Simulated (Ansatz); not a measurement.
fcc Au was calculated with PBEsol-D3(BJ) (PAW; Ansatz, a quantum-chemistry and plane-wave program).

Run with plane-wave cutoff 520 eV, 24×24×24 k mesh, Fermi–Dirac smearing 0.05 eV, scalar-relativistic PAW data made under PBE.

Computed at the level's own relaxed cell.

Task: Estimate the volume per atom, bulk modulus B0, lattice parameter a and pressure derivative B′ of the bulk modulus that the calculation returns.

Result: 
volume per atom: 16.45 Å³/atom
bulk modulus B0: 199 GPa
lattice parameter a: 4.037 Å
pressure derivative B′ of the bulk modulus: 5.8

The run finds no gap.

Measured, for comparison: equilibrium volume per atom 16.76 Å³/atom, lattice constant a 4.062 Å (static lattice: zero-point anharmonic expansion removed; as tabulated in Mejia-Rodriguez and Trickey (2018), arXiv:1807.09216); bulk modulus 182 GPa (0 K value with the zero-point phonon effect removed, our sources range from 175 to 182; as tabulated in Mejia-Rodriguez and Trickey (2018), arXiv:1807.09216). Computed (rounded) less measured: equilibrium volume per atom -1.8 %, bulk modulus +9 % (+9 % to +14 % over the range), lattice constant a -0.6 %.

Spin–orbit coupling is not included; it can shift volumes and moduli of such heavy elements.

The computed numbers hold no vibrational or temperature effects.
